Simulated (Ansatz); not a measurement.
Geometry optimisation, Ansatz 0.2.0, UKS revPBE/def2-SVP.

input.yaml

```yaml
crystal:
  periodic: [false, false, false]
  atoms:
    - { symbol: B, position_ang: [0.0, 0.0, 0.0] }
    - { symbol: H, position_ang: [0.0, 0.0, 1.44] }
    - { symbol: H, position_ang: [1.0305, 0.0, -0.595] }
    - { symbol: H, position_ang: [-1.0305, 0.0, -0.595] }
    - { symbol: H, position_ang: [0.0, 0.0, 2.4] }
magnetization:
  spin_polarized: true
  initial_magnetization: 1
basis:
  gaussian: { orbitals: def2-SVP }
hamiltonian:
  xc: revpbe
relax:
  f_tol: 0.15
  max_steps: 25
  restrain:
    - { distance: [1, 4], at: 1.86, k: 30.0 }
    - { distance: [0, 1], at: 1.19, k: 30.0 }
output:
  orbitals: {}
```

Command:

```bash
$ ansatz run input.yaml --threads 1 --pin off --max-ram 2048MiB --backend cpu --events-out ev --progress --plain --runs-dir out
```

Question: Where does it end, and by what steps?

Answer: It converged. The restraints hold the end off the free minimum. After 4 steps the energy has fallen by 0.246 eV (the restraints' own energy left out); H5 moved furthest, 0.59 Å.

```json
{"step": "0", "energy less start (eV)": "0.0000", "largest force component (eV/Å)": "0.660", "accepted": "yes"}
{"step": "1", "energy less start (eV)": "-0.1324", "largest force component (eV/Å)": "0.452", "accepted": "yes"}
{"step": "2", "energy less start (eV)": "-0.1105", "largest force component (eV/Å)": "2.044", "accepted": "yes"}
{"step": "3", "energy less start (eV)": "-0.2472", "largest force component (eV/Å)": "0.359", "accepted": "yes"}
{"step": "4", "energy less start (eV)": "-0.2457", "largest force component (eV/Å)": "0.424", "accepted": "yes"}
```

```xyz
5
Properties=species:S:1:pos:R:3
B 0.000 0.000 -0.083
H 0.000 0.000 1.122
H 1.054 0.000 -0.688
H -1.054 0.000 -0.688
H 0.000 0.000 2.987
```

Whether the end is a true minimum wasn't checked by a vibrational analysis.

Run time: 3.4 s on 1 thread of AMD EPYC 7R43 64-Core Processor (Zen 3) (shared host), peak memory 0.11 GiB.
